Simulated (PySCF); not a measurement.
Homolysis of single bonds, series Al Br-SiH3. Isolated molecules, 0 K electronic values unless said otherwise. Strings in code marks are SMILES.

The numbers are results of ωB97X-D3(BJ)/def2-TZVP // PBE0-D3(BJ)/def2-TZVP (PySCF), not measurements. 

```csv
species,dipole moment (D)
whole molecule (`[Br][Al]([Br])[Br]`),(withheld)
radical fragment (`[Br][Al][Br]`),1.40
whole molecule (`[Br][Al]([Br])[SiH3]`),1.40
radical fragment (`[SiH3]`),0.02
radical fragment (`[Al]([SiH3])[Br]`),1.64
whole molecule (`[Al]([Br])([SiH3])[SiH3]`),1.29
radical fragment (`[SiH3][Al][SiH3]`),(withheld)
whole molecule (`[SiH3][Al]([SiH3])[SiH3]`),0.16
```

Q: Some entries are withheld; supply them.

A: 
- whole molecule (`[Br][Al]([Br])[Br]`), dipole moment (D): 0.00
- radical fragment (`[SiH3][Al][SiH3]`), dipole moment (D): 0.74
